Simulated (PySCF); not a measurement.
Isomers of C4H4O.

All values: CAM-B3LYP/def2-SVPD (PySCF) at PBE0-D3(BJ)/def2-SVP geometries, gas phase, one conformer each. Core orbitals are frozen in the response; Δα² is half the sum of the squared differences of the principal polarisabilities.

(1) Rank by HOMO energy, highest first.
A. `[CH2:1]=[CH:2][CH:3]=[C:4]=[O:5]` with C1–C2–C3–C4 180°
B. `[CH:1]#[C:2][CH2:3][CH:4]=[O:5]` with C2–C3–C4–O5 145°
C. `[CH2:1]=[C:2]=[CH:3][CH:4]=[O:5]` with C2–C3–C4–O5 0°
D. `CC1=CC1=O`
E. `c1ccoc1` (furan)

(2) Rank by mean static polarisability, highest first.
A. `[CH:1]#[C:2][CH2:3][CH:4]=[O:5]` with C2–C3–C4–O5 145°
B. `c1ccco1` (furan)
C. `[CH2:1]=[C:2]=[CH:3][CH:4]=[O:5]` with C2–C3–C4–O5 0°

(3) Rank by HOMO–LUMO gap, lowest first.
A. furan (`c1ccoc1`)
B. `[CH2:1]=[CH:2][CH:3]=[C:4]=[O:5]` with C1–C2–C3–C4 180°
C. `[CH2:1]=[C:2]=[CH:3][CH:4]=[O:5]` with C2–C3–C4–O5 0°
D. `c1c(c1C)=O`
E. `[O:1]=[CH:2][C:3]1=[CH:4][CH2:5]1` with O1–C2–C3–C4 2°

Results:

(1) A (-7.61 eV), E (-8.01 eV), D (-8.21 eV), C (-9.01 eV), B (-9.14 eV).

(2) C (8.20 Å³), A (7.33 Å³), B (6.95 Å³).

(3) B (7.54 eV), E (7.92 eV), C (8.23 eV), D (8.57 eV), A (9.30 eV).

All values together:

| SMILES | μ (D) | HOMO (eV) | LUMO (eV) | α (Å³) | Δα (Å³) | ΔSCF removal energy (eV) |
| --- | --- | --- | --- | --- | --- | --- |
| C=C=CC=O | 2.93 | -9.01 | -0.78 | 8.20 | 6.52 | 9.88 |
| Cc1cc1=O | 4.92 | -8.21 | 0.37 | 7.13 | 3.48 | 9.23 |
| C#CCC=O | 2.43 | -9.14 | 0.05 | 7.33 | 4.39 | 10.16 |
| C=CC=C=O | 1.03 | -7.61 | -0.07 | 8.36 | 8.23 | 8.54 |
| O=CC1=CC1 | 2.75 | -9.13 | -1.21 | 7.39 | 4.18 | – |
| c1ccoc1 | 0.66 | -8.01 | 1.29 | 6.95 | 3.23 | 8.98 |

Conformers: `[CH2:1]=[C:2]=[CH:3][CH:4]=[O:5]` with C2–C3–C4–O5 0°; `[CH:1]#[C:2][CH2:3][CH:4]=[O:5]` with C2–C3–C4–O5 145°; `[CH2:1]=[CH:2][CH:3]=[C:4]=[O:5]` with C1–C2–C3–C4 180°; `[O:1]=[CH:2][C:3]1=[CH:4][CH2:5]1` with O1–C2–C3–C4 2°.

A dash marks a removal energy that wasn't run or isn't settled.

Task: By how much does the ΔSCF value exceed −ε(HOMO) over the species that have both?

Result: By 0.87 to 1.02 eV, 0.96 eV on average, over 5 species.
